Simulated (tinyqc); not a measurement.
Worked calculation: UHF in the sto-3g basis, for H2O+, spin multiplicity 2. One step of it, computed by the program tinyqc.

Problem. Iteration 1: building the Fock matrix. J_ij = sum D_kl (ij|kl) with D = D(alpha) + D(beta), K_ij = sum D_kl (ik|jl) for each spin; F = H + J - K(s); E = tr D H + tr D J / 2 - 0.5 sum_s tr D(s) K(s) + E_nn.

D(alpha) at the start, lower triangle:
```
,1O 1s,1O 2s,1O 2px,1O 2py,1O 2pz,2H 1s,3H 1s
1O 1s,1.072104
1O 2s,-0.247858,1.051066
1O 2px,0.000000,0.000000,0.653959
1O 2py,0.000000,0.000000,0.000000,0.609365
1O 2pz,0.006157,-0.030554,0.000000,0.000000,0.625207
2H 1s,-0.007767,0.030106,0.000000,0.056023,0.037897,0.496036
3H 1s,-0.007767,0.030106,0.000000,-0.056023,0.037897,0.025680,0.496036
```

D(beta) at the start, lower triangle:
```
,1O 1s,1O 2s,1O 2px,1O 2py,1O 2pz,2H 1s,3H 1s
1O 1s,0.857683
1O 2s,-0.198287,0.840852
1O 2px,0.000000,0.000000,0.523167
1O 2py,0.000000,0.000000,0.000000,0.487492
1O 2pz,0.004926,-0.024443,0.000000,0.000000,0.500165
2H 1s,-0.006214,0.024085,0.000000,0.044819,0.030318,0.396829
3H 1s,-0.006214,0.024085,0.000000,-0.044819,0.030318,0.020544,0.396829
```

core Hamiltonian H = T + V (hartree), lower triangle:
```
,1O 1s,1O 2s,1O 2px,1O 2py,1O 2pz,2H 1s,3H 1s
1O 1s,-32.440138
1O 2s,-7.546343,-9.067541
1O 2px,0.000000,0.000000,-7.233992
1O 2py,0.000000,0.000000,0.000000,-7.303411
1O 2pz,-0.011233,-0.140291,0.000000,0.000000,-7.284785
2H 1s,-0.804454,-2.071845,0.000000,-1.220883,-1.075361,-4.004392
3H 1s,-0.804454,-2.071845,0.000000,1.220883,-1.075361,-0.686504,-4.004392
```

Two-electron integrals (ij|kl) in chemists' order, unique and non-zero (hartree):
```
i,j,k,l,(ij|kl)
1,1,1,1,4.785065
2,1,1,1,0.741380
2,1,2,1,0.136873
2,2,1,1,1.118947
2,2,2,1,0.256633
2,2,2,2,0.817206
3,1,3,1,0.024477
3,2,3,1,0.037809
3,2,3,2,0.180518
3,3,1,1,1.115814
3,3,2,1,0.256684
3,3,2,2,0.817023
3,3,3,3,0.880159
4,1,4,1,0.024477
4,2,4,1,0.037809
4,2,4,2,0.180518
4,3,4,3,0.047444
4,4,1,1,1.115814
4,4,2,1,0.256684
4,4,2,2,0.817023
4,4,3,3,0.785270
4,4,4,4,0.880159
5,1,5,1,0.024477
5,2,5,1,0.037809
5,2,5,2,0.180518
5,3,5,3,0.047444
5,4,5,4,0.047444
5,5,1,1,1.115814
5,5,2,1,0.256684
5,5,2,2,0.817023
5,5,3,3,0.785270
5,5,4,4,0.785270
5,5,5,5,0.880159
6,1,1,1,0.079136
6,1,2,1,0.014505
6,1,2,2,0.027086
6,1,3,3,0.027036
6,1,4,1,0.000485
6,1,4,2,0.000921
6,1,4,4,0.027125
6,1,5,1,0.000415
6,1,5,2,0.000788
6,1,5,4,0.000077
6,1,5,5,0.027101
6,1,6,1,0.001555
6,2,1,1,0.222668
6,2,2,1,0.051844
6,2,2,2,0.186677
6,2,3,3,0.183328
6,2,4,1,0.002932
6,2,4,2,0.023927
6,2,4,4,0.189020
6,2,5,1,0.002508
6,2,5,2,0.020466
6,2,5,4,0.004868
6,2,5,5,0.187493
6,2,6,1,0.005611
6,2,6,2,0.056172
6,3,3,1,0.005042
6,3,3,2,0.030718
6,3,4,3,0.004765
6,3,5,3,0.004076
6,3,6,3,0.007404
6,4,1,1,0.131851
6,4,2,1,0.031061
6,4,2,2,0.119485
6,4,3,3,0.114294
6,4,4,1,0.006555
6,4,4,2,0.044912
6,4,4,4,0.127234
6,4,5,1,0.001294
6,4,5,2,0.012141
6,4,5,4,0.006993
6,4,5,5,0.116789
6,4,6,1,0.003484
6,4,6,2,0.043782
6,4,6,4,0.041172
6,5,1,1,0.112783
6,5,2,1,0.026570
6,5,2,2,0.102206
6,5,3,3,0.097765
6,5,4,1,0.001294
6,5,4,2,0.012141
6,5,4,4,0.100683
6,5,5,1,0.006149
6,5,5,2,0.041103
6,5,5,4,0.007260
6,5,5,5,0.108051
6,5,6,1,0.002981
6,5,6,2,0.037450
6,5,6,4,0.028884
6,5,6,5,0.032111
6,6,1,1,0.408164
6,6,2,1,0.096517
6,6,2,2,0.400732
6,6,3,3,0.386358
6,6,4,1,0.006112
6,6,4,2,0.070929
6,6,4,4,0.411010
6,6,5,1,0.005228
6,6,5,2,0.060672
6,6,5,4,0.021087
6,6,5,5,0.404395
6,6,6,1,0.010492
6,6,6,2,0.162891
6,6,6,4,0.145220
6,6,6,5,0.124219
6,6,6,6,0.774606
7,1,1,1,0.079136
7,1,2,1,0.014505
7,1,2,2,0.027086
7,1,3,3,0.027036
7,1,4,1,-0.000485
7,1,4,2,-0.000921
7,1,4,4,0.027125
7,1,5,1,0.000415
7,1,5,2,0.000788
7,1,5,4,-0.000077
7,1,5,5,0.027101
7,1,6,1,0.001535
7,1,6,2,0.005452
7,1,6,4,0.003141
7,1,6,5,0.002900
7,1,6,6,0.010147
7,1,7,1,0.001555
7,2,1,1,0.222668
7,2,2,1,0.051844
7,2,2,2,0.186677
7,2,3,3,0.183328
7,2,4,1,-0.002932
7,2,4,2,-0.023927
7,2,4,4,0.189020
7,2,5,1,0.002508
7,2,5,2,0.020466
7,2,5,4,-0.004868
7,2,5,5,0.187493
7,2,6,1,0.005452
7,2,6,2,0.044217
7,2,6,4,0.024145
7,2,6,5,0.028636
7,2,6,6,0.102380
7,2,7,1,0.005611
7,2,7,2,0.056172
7,3,3,1,0.005042
7,3,3,2,0.030718
7,3,4,3,-0.004765
7,3,5,3,0.004076
7,3,6,3,0.005606
7,3,7,3,0.007404
7,4,1,1,-0.131851
7,4,2,1,-0.031061
7,4,2,2,-0.119485
7,4,3,3,-0.114294
7,4,4,1,0.006555
7,4,4,2,0.044912
7,4,4,4,-0.127234
7,4,5,1,-0.001294
7,4,5,2,-0.012141
7,4,5,4,0.006993
7,4,5,5,-0.116789
7,4,6,1,-0.003141
7,4,6,2,-0.024145
7,4,6,4,-0.007978
7,4,6,5,-0.015379
7,4,6,6,-0.052494
7,4,7,1,-0.003484
7,4,7,2,-0.043782
7,4,7,4,0.041172
7,5,1,1,0.112783
7,5,2,1,0.026570
7,5,2,2,0.102206
7,5,3,3,0.097765
7,5,4,1,-0.001294
7,5,4,2,-0.012141
7,5,4,4,0.100683
7,5,5,1,0.006149
7,5,5,2,0.041103
7,5,5,4,-0.007260
7,5,5,5,0.108051
7,5,6,1,0.002900
7,5,6,2,0.028636
7,5,6,4,0.015379
7,5,6,5,0.023884
7,5,6,6,0.071998
7,5,7,1,0.002981
7,5,7,2,0.037450
7,5,7,4,-0.028884
7,5,7,5,0.032111
7,6,1,1,0.066478
7,6,2,1,0.015646
7,6,2,2,0.062054
7,6,3,3,0.060505
7,6,4,4,0.061579
7,6,5,1,0.001121
7,6,5,2,0.011326
7,6,5,5,0.064009
7,6,6,1,0.001678
7,6,6,2,0.019143
7,6,6,4,0.013087
7,6,6,5,0.014395
7,6,6,6,0.061387
7,6,7,1,0.001678
7,6,7,2,0.019143
7,6,7,4,-0.013087
7,6,7,5,0.014395
7,6,7,6,0.008697
7,7,1,1,0.408164
7,7,2,1,0.096517
7,7,2,2,0.400732
7,7,3,3,0.386358
7,7,4,1,-0.006112
7,7,4,2,-0.070929
7,7,4,4,0.411010
7,7,5,1,0.005228
7,7,5,2,0.060672
7,7,5,4,-0.021087
7,7,5,5,0.404395
7,7,6,1,0.010147
7,7,6,2,0.102380
7,7,6,4,0.052494
7,7,6,5,0.071998
7,7,6,6,0.270270
7,7,7,1,0.010492
7,7,7,2,0.162891
7,7,7,4,-0.145220
7,7,7,5,0.124219
7,7,7,6,0.061387
7,7,7,7,0.774606
```

nuclear repulsion = 6.87043667 hartree

Give: Coulomb J; exchange K(alpha); exchange K(beta); F(alpha); F(beta); total energy of this density.

Solution.

Coulomb J (hartree), lower triangle:
```
,1O 1s,1O 2s,1O 2px,1O 2py,1O 2pz,2H 1s,3H 1s
1O 1s,15.345
1O 2s,2.871,7.090
1O 2px,0.000,0.000,7.058
1O 2py,0.000,0.000,0.000,7.101
1O 2pz,0.009,0.111,0.000,0.000,7.090
2H 1s,0.305,1.640,0.000,1.058,0.930,3.847
3H 1s,0.305,1.640,0.000,-1.058,0.930,0.565,3.847
```

exchange K(alpha) (hartree), lower triangle:
```
,1O 1s,1O 2s,1O 2px,1O 2py,1O 2pz,2H 1s,3H 1s
1O 1s,4.954
1O 2s,0.832,1.307
1O 2px,0.000,0.000,0.844
1O 2py,0.000,0.000,0.000,0.869
1O 2pz,0.004,0.036,0.000,0.000,0.863
2H 1s,0.099,0.381,0.000,0.200,0.186,0.533
3H 1s,0.099,0.381,0.000,-0.200,0.186,0.135,0.533
```

exchange K(beta) (hartree), lower triangle:
```
,1O 1s,1O 2s,1O 2px,1O 2py,1O 2pz,2H 1s,3H 1s
1O 1s,3.963
1O 2s,0.666,1.045
1O 2px,0.000,0.000,0.675
1O 2py,0.000,0.000,0.000,0.696
1O 2pz,0.003,0.029,0.000,0.000,0.691
2H 1s,0.079,0.305,0.000,0.160,0.149,0.427
3H 1s,0.079,0.305,0.000,-0.160,0.149,0.108,0.427
```

F(alpha) (hartree), lower triangle:
```
,1O 1s,1O 2s,1O 2px,1O 2py,1O 2pz,2H 1s,3H 1s
1O 1s,-22.048
1O 2s,-5.508,-3.284
1O 2px,0.000,0.000,-1.021
1O 2py,0.000,0.000,0.000,-1.072
1O 2pz,-0.006,-0.066,0.000,0.000,-1.058
2H 1s,-0.598,-0.813,0.000,-0.363,-0.331,-0.691
3H 1s,-0.598,-0.813,0.000,0.363,-0.331,-0.256,-0.691
```

F(beta) (hartree), lower triangle:
```
,1O 1s,1O 2s,1O 2px,1O 2py,1O 2pz,2H 1s,3H 1s
1O 1s,-21.058
1O 2s,-5.342,-3.023
1O 2px,0.000,0.000,-0.852
1O 2py,0.000,0.000,0.000,-0.898
1O 2pz,-0.006,-0.058,0.000,0.000,-0.885
2H 1s,-0.579,-0.737,0.000,-0.323,-0.294,-0.584
3H 1s,-0.579,-0.737,0.000,0.323,-0.294,-0.229,-0.584
```

total energy of this density = -70.03687 hartree

This density is the starting one; it is not idempotent, so its energy is not variational and may lie below the converged one.
